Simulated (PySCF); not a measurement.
Start geometry of `C1[C@H](C(C)C)N=1` from MMFF94s (Å):
```
atom  x, y, z in Å
C1    -0.769    1.132   -0.939
C2    -0.371   -0.091   -0.114
C3    -0.798    0.084    1.343
C4     1.110   -0.320   -0.192
C5     1.712   -1.597   -0.316
N6     1.653   -1.045   -1.432
H7    -0.274    2.038   -0.573
H8    -0.485    1.001   -1.989
H9    -1.851    1.294   -0.899
H10   -0.899   -0.963   -0.519
H11   -0.305    0.948    1.802
H12   -1.881    0.228    1.418
H13   -0.532   -0.800    1.933
H14    1.714    0.516    0.135
H15    1.976   -2.424    0.342
```

What comes out of this run: PySCF, PBE0-D3(BJ)/def2-SVP geometry optimisation, gas phase?

```
atom  x, y, z in Å
C1    -0.7604    1.0975   -0.9706
C2    -0.3603   -0.0799   -0.0875
C3    -0.7980    0.1188    1.3602
C4     1.1327   -0.3093   -0.1642
C5     1.7403   -1.6183   -0.2647
N6     1.7040   -1.0320   -1.3716
H7    -0.2786    2.0271   -0.6243
H8    -0.4536    0.9286   -2.0135
H9    -1.8494    1.2601   -0.9527
H10   -0.8491   -0.9892   -0.4801
H11   -0.3081    1.0031    1.8007
H12   -1.8856    0.2758    1.4291
H13   -0.5398   -0.7510    1.9841
H14    1.7406    0.5342    0.2003
H15    2.0723   -2.5746    0.1490
```

The energy falls by 0.183 eV over 6 energy and gradient evaluations, the largest force component goes from 0.0273 to 2.6e-04 Eh/bohr, and the atoms move by 0.085 Å rms after alignment. The bond that changes most is C4–C5 (sp3 carbon bound to nitrogen to C=N carbon), which lengthens by 0.030 Å. Bonds longer at the end by more than 0.005 Å: 10 of 15; shorter: 1. Among the angles that change most is C4–C5–H15, from 137.2° to 153.2°. Rotational constants go from 6488, 2716, 2094 to 6453, 2680, 2072 MHz. The orientation of the end geometry is arbitrary; only internal coordinates are fixed.

The run used 129 basis functions and 42 SCF cycles in all. The force-field search had found conformers at 0.0, 1.7, 1.8 kcal/mol (up to eight listed); the lowest was the start. On Arm Neoverse V1, one thread (shared host), this took 43 s of wall time.

PBE0-D3(BJ)/def2-SVP frequencies: not computed here. The numbers are those of one conformer.
